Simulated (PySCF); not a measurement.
Compound: DPP, C6H4N2O2.
SMILES: `O=C1NC=C2C(=O)NC=C12`

Theory: TDDFT wB97X-D/def2-SVPD, vertical, gas phase, core orbitals frozen in the response in PySCF. Geometry: PBE0-D3(BJ)/def2-SVP; no solvent, vibrations or thermal averaging.

Orbital energies (eV): HOMO-3 -10.27, HOMO-2 -9.82, HOMO-1 -9.77, HOMO -8.00, LUMO -0.95, LUMO+1 1.54, LUMO+2 2.00.

Lowest singlets, with some entries withheld (?).

```csv
state,E (eV),f,"main configurations (H = HOMO, L = LUMO)"
S1,3.53,0.256,H→L (97%)
S2,4.10,0.0000,H-2→L (99%)
S3,4.11,0.0002,H-1→L (93%)
S4,4.58,0.0000,"H-3→L (87%), H-1→L+1 (10%)"
S5,?,?,?
S6,6.14,0.0000,H→L+2 (87%)
S7,6.60,0.0009,H→L+3 (90%)
S8,?,?,?
S9,6.91,0.0003,"H-3→L+1 (48%), H-6→L (37%), H-1→L+7 (9%)"
S10,6.98,0.0000,"H→L+4 (46%), H→L+5 (36%)"
```

**Question.** Supply the missing values.

**Answer.** 
- S5: E = 5.47 eV; f = 0.0000; H→L+1 (98%)
- S8: E = 6.77 eV; f = 0.0000; H-1→L+1 (80%), H-3→L (11%)

**Question.** What is the vertical ionisation energy by ΔSCF at this level?

**Answer.** 8.15 eV; −ε(HOMO) is 8.00 eV.

**Question.** What is the mean static polarisability from the same response equations?

**Answer.** 95.2 au (14.10 Å³), with principal values 48.8, 93.9 and 142.8 au.

**Question.** Where do the lowest triplets lie (Tamm–Dancoff)?

**Answer.** T1 1.75 eV, H→L (97%); T2 3.53 eV, H-2→L (72%), H→L+1 (23%); T3 3.83 eV, H-1→L (90%); T4 4.27 eV, H-3→L (82%), H-1→L+1 (13%). E(S1) − E(T1) = +1.77 eV.
